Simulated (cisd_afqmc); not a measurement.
Input (AFQMC/CISD/cc-pVDZ; cisd_afqmc is a phaseless AFQMC code with CISD trial states that reads the integrals written by Ansatz):

Ansatz 0.2 input:
```python
import cisd_afqmc

open("ham.yaml", "w").write("""\
crystal:
  periodic: [false, false, false]
  atoms:
    - {symbol: O, position_ang: [0.01545467, 0.72381183, -0.07020381]}
    - {symbol: O, position_ang: [-0.01124374, -0.72607760, -0.04190313]}
    - {symbol: H, position_ang: [0.80569805, 0.89668239, 0.46138431]}
    - {symbol: H, position_ang: [-0.83938552, -0.87855616, 0.43547117]}
basis:
  gaussian:
    orbitals: cc-pVDZ
magnetization: {spin_polarized: false}
correlation: {method: ccsd, electrons: outside_noble_gas, hamiltonian_folder: ham}
""")
rep = cisd_afqmc.ansatz("ham.yaml")
e_ccsd = rep["correlation"]["coupled_cluster"]["energy"]["hartree"]
out = cisd_afqmc.run("ham", e_ccsd, trial="CISD", walkers=200, populations=8, threads=8, dt=0.005, steps=40, early=24, settle=10, least=32,
    cut=5e-5, rank_cut=2e-4, target=0.0004, seconds=1500, seed=1, memory=12960, gpu=False)
```

Output:

```
orbitals 36, occupied [7], factors 200 of 351, rank of the doubles 117 of 203
E(HF) = -150.783918
E(CCSD) on the cut factors = -151.184588, shift to the whole factors -0.000009
Energy of the trial state on the determinant = -151.184637
  tau behind 7.2 of longer steps, mean of the populations' last blocks
   2.0  -151.19333
   4.0  -151.19521
   6.0  -151.19619
   8.0  -151.19544
  10.0  -151.19657
  12.0  -151.19504
blocks 591 (0 outliers left out), error by blocks joined: 1: 0.00019, 2: 0.00023, 4: 0.00027, 8: 0.00030, 16: 0.00039
E(AFQMC/CISD) = -151.19548 +/- 0.00039
```

The error still grows at the longest joins of blocks, or few joins were possible, so the printed bar may be too narrow.
